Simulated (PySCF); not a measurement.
# Worked example: oscillator strength and radiative lifetime

formaldehyde (CH2O), SMILES C=O.

The structure is a stationary point at PBE0-D3(BJ)/def2-TZVPD.

TDA-PBE0/def2-TZVPD (PySCF 2.14.0) puts the first singlet state with f over 0.02 at 7.02 eV (vertical), with the transition dipole (0.000, -0.443, 0.000) in atomic units.

Problem. Find the oscillator strength, the wavelength and the radiative lifetime that this transition would have in vacuum if emission retraced absorption.

Solution. 
|μ|² = 0.1962 au, so |μ| = 1.13 D. ΔE = 7.02/27.211 = 0.2580 hartree. f = (2/3) ΔE |μ|² = 0.034 (the program prints 0.034).
λ = 1239.84/7.02 = 177 nm; ν = 56620 cm⁻¹.
Einstein's coefficient A = 0.6670 ν² f s⁻¹ (ν in cm⁻¹) = 7.2e7 s⁻¹, so τ = 1/A = 14 ns. This state is S2; the lower singlet has f = 0.000. The figure is the radiative limit of this one transition; relaxation, internal conversion, crossing to triplets and a medium change what is measured.
